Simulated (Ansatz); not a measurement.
Ideal-gas functions of CH2F (`[CH2]F`) radical at 500 K and 1 bar, from an Ansatz frequency run at PBE0-D4/def2-TZVP.

Molar mass 33.03 g/mol, point group Cs (symmetry number 1), electronic degeneracy 2, moments of inertia 1.915, 16.184, 17.969 u Å². Harmonic wavenumbers (cm⁻¹, unscaled): 515, 1174, 1217, 1470, 3148, 3304.

Use S(trans) = R[1.5 ln M + 2.5 ln T − 1.1517]; rotational temperatures θ = 24.2544 K / I; S(rot) = R[ln(√π/σ · √(T³/θAθBθC)) + 1.5]; for each mode x = 1.438777 ν̃/T, S = R[x/(eˣ − 1) − ln(1 − e⁻ˣ)] and H = RT x/(eˣ − 1); 1 cm⁻¹ = 0.0119627 kJ/mol; R = 8.31446 J/(mol·K).

Q: By hand: the entropy, in J/(mol·K).

A: Translation 163.2. Rotation: θ = 12.6655, 1.4987, 1.3498 K, giving 81.3. Vibration, mode by mode: 5.77, 1.28, 1.16, 0.64, 0.01, 0.01, in all 8.9. Electronic 5.8. Sum 259.2 J/(mol·K).

Q: By hand: H − E and G − E in kJ/mol, counted from the electronic energy.

A: Zero-point energy ½ × 10828 × 0.0119627 = 64.8; thermal vibration 3.0; translation, rotation and pV give 4 RT = 16.6. H − E = 84.4 kJ/mol, and G − E = 84.4 − 500 × 259.2/1000 = -45.2 kJ/mol.

Vibration gives 3 % of the entropy.
